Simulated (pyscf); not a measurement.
## Four-centre exchange: HO–In(OH)–OH + H₂S → HO–In(OH)–SH + water (H₂O)

Gas phase, singlet surface, charge 0. Bonds broken: In1–O2, S8–H9. Bonds formed: In1–S8, O2–H9. Optimised with ωB97X-D3(BJ)/def2-SVP in PySCF.

Transition state (Å):

```xyz
10

In    -0.0443     0.2581    -1.3640
O     -0.6007    -0.0629     0.6240
O      1.9180     0.0644    -1.6254
O     -1.4342    -0.1507    -2.7340
H      0.0277    -0.5229     1.1957
H      2.1610     0.0075    -2.5570
H     -2.2062    -0.5757    -2.3414
S     -0.5770     2.6122    -0.2673
H     -0.6602     1.4329     0.6157
H     -1.8787     2.5664    -0.6155
```

One imaginary mode, 460i cm⁻¹; descent along it reached the two sides named, in the forms told below.

```json
[
 {"bond": "In1–O2", "change": "breaks", "reactant side (Å)": "2.004", "saddle": "2.089", "product side": "2.329"},
 {"bond": "S8–H9", "change": "breaks", "reactant side (Å)": "1.351", "saddle": "1.476", "product side": "3.5"},
 {"bond": "In1–S8", "change": "forms", "reactant side (Å)": "2.7", "saddle": "2.7", "product side": "2.388"},
 {"bond": "O2–H9", "change": "forms", "reactant side (Å)": "2.7", "saddle": "1.497", "product side": "0.967"}
]
```

Electronic energies relative to the separated reactants (eV):

```
level                   barrier  reaction energy  reverse barrier
----------------------  -------  ---------------  ---------------
ωB97X-D3(BJ)/def2-TZVP    -0.56            -0.85             0.29
PBE/def2-TZVP             -0.46            -0.70             0.24
r²SCAN/def2-TZVP          -0.53            -0.72             0.19
B3LYP-D3(BJ)/def2-TZVP    -0.41            -0.72             0.31
PBE0-D3(BJ)/def2-TZVP     -0.51            -0.80             0.28
M06-2X/def2-TZVP          -0.47            -0.73             0.26
ωB97M-D3(BJ)/def2-TZVP    -0.35            -0.71             0.36
HF/def2-TZVP               0.12            -0.74             0.86
```

With ωB97M-D3(BJ)/def2-TZVP energies and thermal terms (ideal gas, 1 atm, RRHO with modes under 100 cm⁻¹ raised to 100, one conformer, R ln 2 for chiral ones without a mode under 150 cm⁻¹), in eV:

```json
[
 {"T (K)": "298", "ΔH‡": "-0.36", "ΔG‡": "0.13", "ΔH": "-0.63", "ΔG": "-0.61"},
 {"T (K)": "600", "ΔH‡": "-0.35", "ΔG‡": "0.63", "ΔH": "-0.63", "ΔG": "-0.58"},
 {"T (K)": "900", "ΔH‡": "-0.32", "ΔG‡": "1.12", "ΔH": "-0.63", "ΔG": "-0.56"},
 {"T (K)": "1200", "ΔH‡": "-0.29", "ΔG‡": "1.59", "ΔH": "-0.64", "ΔG": "-0.54"}
]
```

On the reactant side the descent ends in an adduct with a In–S contact, 0.73 eV under the separated species and 0.17 eV under the saddle at ωB97X-D3(BJ)/def2-TZVP. On the product side the descent ends in an adduct with a In–O contact (not fully relaxed), 0.77 eV under the separated species and 1.06 eV under the saddle at ωB97X-D3(BJ)/def2-TZVP. At ωB97X-D3(BJ)/def2-TZVP, PBE, r²SCAN, B3LYP-D3(BJ), PBE0-D3(BJ), M06-2X, ωB97M-D3(BJ) the saddle lies under the separated reactants, which points to a path from their complex (located at ωB97X-D3(BJ) alone). What is counted as formed (In–S) is already present as a longer contact in the reactant adduct; forming that adduct is a step of its own. What is counted as broken (In–O) persists as a longer contact in the product adduct; parting that adduct is a step of its own. This is the saddle that the search found; another between the same sides may lie lower. Elements past Kr carry the def2 core potentials, without spin-orbit coupling.
